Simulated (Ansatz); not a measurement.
The input, for Ansatz 0.2.0:

```yaml
crystal:
  periodic: [false, false, false]
  atoms:
    - {symbol: Ge, position_ang: [0.000000, 0.000000, 0.000000]}
    - {symbol: Na, position_ang: [0.000000, 0.000000, 3.956000]}
basis:
  gaussian: {orbitals: aug-cc-pVTZ}
total_charge: 1
magnetization: {spin_polarized: true, initial_magnetization: 2}
hamiltonian: {xc: {name: CAM-B3LYP}}
```

```sh
$ ansatz run in.yaml --threads 1 --pin off --events-out ev --progress --plain --max-ram 2393MiB
```

Output:

```
  # Exact exchange under (alpha + beta erf(omega r))/r, Becke's under what is left of 1/r.
807 factors; their error is unknown
260 factors; integrals over basis functions are off by at most 1.7e-4 eV
mean field evaluation 1: about -60930.0387 eV, gradient 8.1e0 eV
mean field evaluation 2: about -60930.5676 eV, gradient 6.4e0 eV
mean field evaluation 4: about -60930.6623 eV, gradient 1.9e-1 eV
mean field evaluation 8: about -60930.8801 eV, gradient 3.0e-2 eV
mean field evaluation 16: about -60930.8801 eV, gradient 4.0e-5 eV
mean field -60930.88013985 eV, -2239.1685447056 hartree, gradient 1.4e-5 eV, S^2 2.003018; 1 other end points of the search recorded, 0 dependent functions left out
reference -60930.88025232 eV, -2239.1685488388 hartree; 22, 20 occupied and 87, 89 virtual orbitals, 807 factors
Total energy: -60930.88025232 eV, -2239.1685488388 hartree
```

Ran on 1 thread of Arm Neoverse V1, shared host: 15 s wall, 0.39 GiB peak host memory.
